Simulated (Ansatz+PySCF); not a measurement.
Values are calculated unless marked as measured or tabulated.
Input for PySCF 2.14.0:

```python
from pyscf import gto, scf, mp

mol = gto.M(atom="""
C 0.000000 -0.490480 -0.128750
C 0.000000 -0.504650 1.311770
C 0.000000 0.830590 -1.053050
H 0.000000 -1.527800 -0.703420
H 0.000000 -1.517100 1.919220
H 0.000000 0.498050 1.939460
H 0.000000 1.824170 -0.401540
H 0.953550 0.854960 -1.766780
H -0.953550 0.854960 -1.766780
""", basis='def2-svp', charge=0, spin=0)
mf = scf.RHF(mol)
mf.kernel()
pt = mp.MP2(mf, frozen=3).run()
print(mf.e_tot, pt.e_corr, pt.e_tot)
```

The script is written out from the run's settings.

The run gave:

* Converged: yes
* Reference energy: -116.93338 hartree
* Correlation energy: -0.43035 hartree
* Total energy: -117.36373 hartree
